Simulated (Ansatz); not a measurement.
System: 2H MoTe2. Method: LDA (plane waves, PAW; Ansatz, a quantum-chemistry and plane-wave program).

Run with plane-wave cutoff 520 eV, 12×12×4 k mesh (along the axes of the cell as run), no spin polarisation, scalar-relativistic PAW data made under PBE.

Cell (measured lattice):

```
CELL_PARAMETERS angstrom
      3.51800     0.00000     0.00000
     -1.75900     3.04668     0.00000
      0.00000     0.00000    13.97400
ATOMIC_POSITIONS crystal
  Te 0.66667 0.33333 0.12250
  Te 0.33333 0.66667 0.62250
  Te 0.33333 0.66667 0.87750
  Te 0.66667 0.33333 0.37750
  Mo 0.66667 0.33333 0.75000
  Mo 0.33333 0.66667 0.25000
```

Question: Estimate the Poisson ratio, elastic constant C13, Voigt–Reuss–Hill bulk modulus, elastic constant C44, elastic constant C11, elastic constant C12, elastic constant C33 and elastic constant C66 that the calculation returns.

Answer: 
* **Poisson ratio**: 0.162
* **elastic constant C13**: 7.38 GPa
* **Voigt–Reuss–Hill bulk modulus**: 32.8 GPa
* **elastic constant C44**: 18.8 GPa
* **elastic constant C11**: 124 GPa
* **elastic constant C12**: 29.5 GPa
* **elastic constant C33**: 30.8 GPa
* **elastic constant C66**: 47.1 GPa

Note: the cell isn't this level's own, so it is under some stress, which shifts stiffness and frequencies.

Elastic constants are with the ions relaxed.

Spin–orbit coupling is not included.

Static lattice: no zero-point or thermal effects.

Cost on a shared machine: around 50 core-minutes (rough).
